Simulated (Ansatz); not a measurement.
**triplet NH3: levels of theory compared**

Aim: a comparison of 6 runs (UHF/3-21G, UHF/6-31G, UBLYP/6-31G, RPA@PBE/3-21G, UCCSDTQ/6-31G, UCCSD/6-31G) of triplet NH3. 

The results are computed with Ansatz 0.2.0.

48 further runs of the same task are left out: 48 set aside as unsound or not needed.

## (1) The molecule

NH3: 4 atoms, total charge 0, spin state triplet. As SMILES of the parent species, `N`. The shape is that of a PBE0-D4/def2-TZVP optimisation. That shape belongs to the parent species and isn't relaxed for this state.

Bond lengths: N1–H2 1.013 Å, N1–H3 1.013 Å, N1–H4 1.013 Å. Angles: H2–N1–H3 107.1°, H2–N1–H4 107.1°, H3–N1–H4 107.1°.

## (2) A single-point energy at UHF/3-21G (run 1)

Input file run.yaml:

```yaml
crystal:
  periodic: [false, false, false]
  atoms:
    - {symbol: N, position_ang: [-0.069910, 0.249470, 0.110930]}
    - {symbol: H, position_ang: [0.490470, -0.301820, 0.749180]}
    - {symbol: H, position_ang: [-0.887480, -0.301940, -0.118910]}
    - {symbol: H, position_ang: [0.466920, 0.354280, -0.741200]}
basis:
  gaussian: {orbitals: 3-21G.json}
magnetization: {spin_polarized: true, initial_magnetization: 2}
hamiltonian: {xc: hf}
accuracy: high
```

The basis set 3-21G is read from a file made from the Basis Set Exchange's data (not shown).

Started as:

```
$ ansatz run run.yaml --threads 1 --pin off --max-ram 3480MiB --events-out events.jsonl --progress --plain --runs-dir runs
```

The log of the run:

```text
Warning: RAYON_NUM_THREADS=1 ignored (pool sized by the plan → 1); use --threads N
Functional definition: HF
  name "HF"
  exchange = exact_x
  correlation = 0
291 factors; integrals over basis functions are off by at most 5.5e-9 eV
mean field evaluation 1: about -1512.6655 eV, gradient 7.0e0 eV
mean field evaluation 2: about -1512.6662 eV, gradient 7.0e0 eV
mean field evaluation 4: about -1512.9717 eV, gradient 3.1e-1 eV
mean field evaluation 8: about -1512.9727 eV, gradient 5.3e-4 eV
mean field evaluation 16: about -1512.5644 eV, gradient 1.7e0 eV
mean field evaluation 32: about -1512.8592 eV, gradient 9.6e-1 eV
mean field -1512.97271179 eV, -55.6007216284 hartree, gradient 3.0e-8 eV, S^2 2.001883; 0 other end points of the search recorded, 0 dependent functions left out
reference -1512.97271179 eV, -55.6007216284 hartree; 6, 4 occupied and 9, 11 virtual orbitals, 291 factors
Total energy: -1512.97271179 eV, -55.6007216284 hartree
```

It took 0.12 s on 1 thread of Intel Xeon 6975P-C (Granite Rapids), shared host.

## (3) The energy at UHF/6-31G (run 2)

Input file input.yaml:

```yaml
crystal:
  periodic: [false, false, false]
  atoms:
    - {symbol: N, position_ang: [-0.069910, 0.249470, 0.110930]}
    - {symbol: H, position_ang: [0.490470, -0.301820, 0.749180]}
    - {symbol: H, position_ang: [-0.887480, -0.301940, -0.118910]}
    - {symbol: H, position_ang: [0.466920, 0.354280, -0.741200]}
basis:
  gaussian: {orbitals: 6-31G}
magnetization: {spin_polarized: true, initial_magnetization: 2}
hamiltonian: {xc: hf}
accuracy: high
```

Started as:

```
$ ansatz run input.yaml --threads 1 --pin off --max-ram 3480MiB --events-out events.jsonl --progress --plain --runs-dir runs
```

The log of the run:

```text
Warning: RAYON_NUM_THREADS=1 ignored (pool sized by the plan → 1); use --threads N
[... 4 set-up lines as earlier in the session ...]
351 factors; integrals over basis functions are off by at most 8.1e-9 eV
mean field evaluation 1: about -1521.0071 eV, gradient 7.6e0 eV
mean field evaluation 2: about -1521.0084 eV, gradient 7.6e0 eV
mean field evaluation 4: about -1521.4095 eV, gradient 4.6e-1 eV
mean field evaluation 8: about -1521.4110 eV, gradient 1.4e-6 eV
mean field evaluation 16: about -1520.7916 eV, gradient 2.2e0 eV
mean field evaluation 32: about -1521.3779 eV, gradient 7.6e-1 eV
mean field -1521.41095292 eV, -55.9108212704 hartree, gradient 3.4e-8 eV, S^2 2.002342; 0 other end points of the search recorded, 0 dependent functions left out
reference -1521.41095292 eV, -55.9108212704 hartree; 6, 4 occupied and 9, 11 virtual orbitals, 351 factors
Total energy: -1521.41095292 eV, -55.9108212704 hartree
```

Wall time 0.08 s (1 thread of Intel Xeon 6975P-C (Granite Rapids), shared host).

Run 3 isn't shown in full; the table further down has it.

## (4) A single-point energy at RPA@PBE/3-21G (run 4)

Input file input.yaml:

```yaml
crystal:
  periodic: [false, false, false]
  atoms:
    - symbol: N
      position_ang: [-0.069910, 0.249470, 0.110930]
    - symbol: H
      position_ang: [0.490470, -0.301820, 0.749180]
    - symbol: H
      position_ang: [-0.887480, -0.301940, -0.118910]
    - symbol: H
      position_ang: [0.466920, 0.354280, -0.741200]
basis:
  gaussian:
    orbitals: 3-21G.json
magnetization:
  spin_polarized: true
  initial_magnetization: 2
hamiltonian:
  xc: {name: PBE}
correlation:
  method: rpa
  frozen_orbitals: {H: 0, "N": 1}
accuracy: high
```

The basis set 3-21G is read from a file made from the Basis Set Exchange's data (not shown).

Started as:

```
$ ansatz run input.yaml --threads 1 --pin off --max-ram 3480MiB --events-out events.jsonl --progress --plain --runs-dir runs
```

The log of the run:

```text
Warning: RAYON_NUM_THREADS=1 ignored (pool sized by the plan → 1); use --threads N
Functional definition: PBE
  name "PBE"
  parameter kappa = 0.804
  parameter beta = 0.06672455060314922
  exchange = pbe_x(kappa = kappa, mu = beta*pi^2/3)
  correlation = pbe_c(beta = beta)
291 factors; integrals over basis functions are off by at most 5.5e-9 eV
mean field evaluation 1: about -1519.6025 eV, gradient 1.6e1 eV
mean field evaluation 2: about -1519.5867 eV, gradient 1.6e1 eV
mean field evaluation 4: about -1520.5436 eV, gradient 9.7e-1 eV
mean field evaluation 8: about -1520.5479 eV, gradient 9.7e-4 eV
mean field evaluation 16: about -1520.5479 eV, gradient 1.7e-8 eV
mean field -1520.54786446 eV, -55.8791033547 hartree, gradient 1.7e-8 eV, S^2 2.000390; 0 other end points of the search recorded, 0 dependent functions left out
1 core orbitals not correlated: weight in the atoms' cores, before any rotation towards them, 1.000 or more for the frozen orbitals, at most 0.000 for the correlated occupied ones
reference -1512.86781145 eV, -55.5968666121 hartree; 5, 3 occupied and 9, 11 virtual orbitals, 291 factors
Total energy: -1517.90099139 eV, -55.7818325634 hartree
```

Wall time 0.56 s (1 thread of Intel Xeon 6975P-C (Granite Rapids), shared host).

Run 5 isn't shown in full; the table further down has it.

## (5) A single-point energy at UCCSD/6-31G (run 6)

Input file input.yaml:

```yaml
crystal:
  periodic: [false, false, false]
  atoms:
    - {symbol: "N", position_ang: [-0.069910, 0.249470, 0.110930]}
    - {symbol: H, position_ang: [0.490470, -0.301820, 0.749180]}
    - {symbol: H, position_ang: [-0.887480, -0.301940, -0.118910]}
    - {symbol: H, position_ang: [0.466920, 0.354280, -0.741200]}
basis:
  gaussian:
    orbitals: 6-31G
magnetization:
  spin_polarized: true
  initial_magnetization: 2
correlation:
  method: ccsd
  frozen_orbitals: {H: 0, "N": 1}
accuracy: high
scf:
  omitted_lower_state_checks: [cluster_reference, increment]
```

Started as:

```
$ ansatz run input.yaml --threads 1 --pin off --max-ram 3480MiB --events-out events.jsonl --progress --plain --runs-dir runs
```

The log of the run:

```text
Warning: RAYON_NUM_THREADS=1 ignored (pool sized by the plan → 1); use --threads N
[... 4 set-up lines as earlier in the session ...]
these checks for a lower state are left out or cut short: cluster_reference, increment
351 factors; integrals over basis functions are off by at most 8.1e-9 eV
mean field evaluation 1: about -1521.0071 eV, gradient 7.6e0 eV
mean field evaluation 2: about -1521.0084 eV, gradient 7.6e0 eV
mean field evaluation 4: about -1521.4095 eV, gradient 4.6e-1 eV
mean field evaluation 8: about -1521.4110 eV, gradient 1.4e-6 eV
mean field evaluation 16: about -1521.4041 eV, gradient 3.7e-1 eV
mean field -1521.41095292 eV, -55.9108212704 hartree, gradient 3.4e-8 eV, S^2 2.002342; 2 other end points of the search recorded, 0 dependent functions left out
1 core orbitals not correlated: weight in the atoms' cores, before any rotation towards them, 1.000 or more for the frozen orbitals, at most 0.000 for the correlated occupied ones
reference -1521.41095292 eV, -55.9108212704 hartree; 5, 3 occupied and 9, 11 virtual orbitals, 351 factors
second order -2.63690553 eV of doubles, -0.00000000 eV of singles
cycle   1  -2.93732971 eV  change   -3.0e-1 eV  update   3.9e-2
cycle   2  -3.07129205 eV  change   -1.3e-1 eV  update   1.6e-2
cycle   3  -3.08294744 eV  change   -1.2e-2 eV  update   4.8e-3
cycle   4  -3.08502109 eV  change   -2.1e-3 eV  update   2.2e-3
cycle   5  -3.08561449 eV  change   -5.9e-4 eV  update   7.2e-4
cycle   6  -3.08558989 eV  change    2.5e-5 eV  update   2.4e-4
cycle   7  -3.08561039 eV  change   -2.0e-5 eV  update   1.0e-4
cycle   8  -3.08559643 eV  change    1.4e-5 eV  update   3.4e-5
cycle   9  -3.08559286 eV  change    3.6e-6 eV  update   9.7e-6
cycle  10  -3.08559175 eV  change    1.1e-6 eV  update   2.6e-6
cycle  11  -3.08559142 eV  change    3.3e-7 eV  update   5.4e-7
cycle  12  -3.08559137 eV  change    5.6e-8 eV  update   1.2e-7
cycle  13  -3.08559139 eV  change   -2.6e-8 eV  update   3.7e-8
cycle  14  -3.08559140 eV  change   -6.4e-9 eV  update   1.7e-8
cycle  15  -3.08559140 eV  change   -3.1e-9 eV  update   9.5e-9
cycle  16  -3.08559097 eV  change    4.4e-7 eV  update   6.8e-8
cycle  17  -3.08559089 eV  change    7.3e-8 eV  update   2.4e-8
cycle  18  -3.08559088 eV  change    1.4e-8 eV  update   7.9e-9
cycle  19  -3.08559088 eV  change    2.9e-9 eV  update   3.9e-9
cycle  20  -3.08559087 eV  change   9.1e-10 eV  update   1.5e-9
cycle  21  -3.08559087 eV  change   2.2e-10 eV  update  6.9e-10
Total energy: -1524.49654379 eV, -56.0242146436 hartree
Checks for a lower state left out: cluster_reference, increment
```

Run time: 0.16 s. Hardware: 1 thread of Intel Xeon 6975P-C (Granite Rapids), shared host.

## (6) The series

```tsv
run	level	frozen core orbitals	energy (Eh)	⟨S²⟩	wall time
1	UHF/3-21G	–	-55.600722	2.002	0.12 s
2	UHF/6-31G	–	-55.910821	2.002	0.08 s
3	UBLYP/6-31G	–	-56.245457	2.000	0.38 s
4	RPA@PBE/3-21G	1	-55.781833	2.000	0.56 s
5	UCCSDTQ/6-31G	1	-56.026179	2.002	7.5 s
6	UCCSD/6-31G	1	-56.024215	2.002	0.16 s
```

## (7) Results

| quantity | value |
| --- | --- |
| run 6: total energy | -56.02421 Eh |
| run 6: correlation energy (1 core orbital frozen) | -113.4 mEh |
| run 6: ⟨S²⟩ of the reference determinant | 2.002 |
| run 6: T1 diagnostic | 0.006 |

Below the UHF energy at the same shape and in the same basis (6-31G): UCCSDTQ -115.4 mEh; UCCSD -113.4 mEh. All runs together took 8.8 s, the longest 7.5 s.
